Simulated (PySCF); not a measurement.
**AlSi: energy against distance**

Set-up: basis Al jorge-DZP-DKH, Si jorge-DZP-DKH; spin-free X2C with a Gaussian nucleus; PySCF 2.14. Energies in eV from Al + Si in their ground configurations at the same level. State: ⁴Σ⁻ (quartet), unpaired electrons σ ↑, π ↑↑.

```json
{"R (Å)": "2.094", "r²SCAN": "-2.035"}
{"R (Å)": "2.192", "r²SCAN": "-2.403"}
{"R (Å)": "2.289", "r²SCAN": "-2.602"}
{"R (Å)": "2.362", "r²SCAN": "-2.671"}
{"R (Å)": "2.435", "r²SCAN": "-2.689"}
{"R (Å)": "2.508", "r²SCAN": "-2.669"}
{"R (Å)": "2.606", "r²SCAN": "-2.599"}
{"R (Å)": "2.727", "r²SCAN": "-2.467"}
{"R (Å)": "2.873", "r²SCAN": "-2.273"}
{"R (Å)": "3.068", "r²SCAN": "-1.992"}
```

**Question.** Put a parabola through the three lowest points of the r²SCAN curve and estimate Re, k and ωe (reduced mass 13.74 u; 1 eV/Å² = 0.16022 mdyn/Å; ωe = 1302.8·√(k/μ) cm⁻¹).

**Answer.** Through R = 2.362, 2.435, 2.508 Å the second-order coefficient is 3.57 eV/Å², so Re ≈ 2.433 Å, k ≈ 1.14 mdyn/Å and ωe ≈ 376 cm⁻¹. A polynomial fit of higher order to the unrounded r²SCAN energies gives Re = 2.430 Å, k = 1.17 mdyn/Å, ωe = 380 cm⁻¹; anharmonicity and rounding make the difference.

The higher-order fit for each curve: r²SCAN: Re = 2.430 Å, ωe = 380 cm⁻¹, De = 2.69 eV.

The state is the lowest determinant that a PBE0 search found; another state may lie lower at other levels.
